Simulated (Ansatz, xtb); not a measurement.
Redistribution: C2H3Cl2F + C2H3Cl → CCl3F + C3H6

Species: C2H3Cl2F `CC(F)(Cl)Cl`, singlet; C2H3Cl `C=CCl`, singlet; CCl3F (trichlorofluoromethane) `FC(Cl)(Cl)Cl`, singlet; C3H6 (propene) `C=CC`, singlet. The partners trade CH3 for Cl; both sit on C, so the bond types are kept.

Shapes, held fixed at every level: PBE0-D4/def2-TZVP. Programs: Ansatz 0.2.0, xtb 6.7.1, xtb 6.7.1 later snapshot. The zero-point and thermal change to 298 K, harmonic and unscaled (PBE0-D4/def2-TZVP), is -1.4 kJ/mol.

| level | kind | ΔH(298 K) (kJ/mol) | less CCSD(T)/CBS estimate | CPU time (sum over the molecules) |
| --- | --- | --- | --- | --- |
| GFN0-xTB | semi-empirical | -14.8 | -59.0 | 0.21 s |
| PBE-D4/def2-TZVPP | GGA | +38.9 | -5.3 | 17 s |
| r2SCAN-D4/def2-TZVPP | meta-GGA | +44.0 | -0.2 | 34 s |
| PBE0-D4/def2-TZVPP | global hybrid | +42.6 | -1.6 | 21 s |
| r2SCAN0-D4/def2-TZVPP | global hybrid | +45.8 | +1.6 | 34 s |
| B2PLYP/def2-TZVPP | double hybrid | +44.0 | -0.2 | 32 s |
| CCSD(T)/def2-SVP | coupled cluster or CI | +43.1 | -1.1 | 16 s |
| CCSD(T)/CBS estimate | coupled cluster or CI | +44.2 | 0.0 | 8.9 min |

The highest level, CCSD(T)/CBS estimate, gives ΔH(298 K) = +44.2 kJ/mol; the levels span -14.8 to +45.8. They disagree on the sign: 7 of 8 are positive. GFN0-xTB strays far from the other rows. The column of differences is taken from that level and isn't an error. No measured value is set beside it here. The CBS estimate extrapolates MP2 from def2-TZVPP and def2-QZVPP and adds CCSD(T) − MP2 in the triple-zeta set, cores frozen. Times are processor times on shared x86 and Arm servers, and rough.
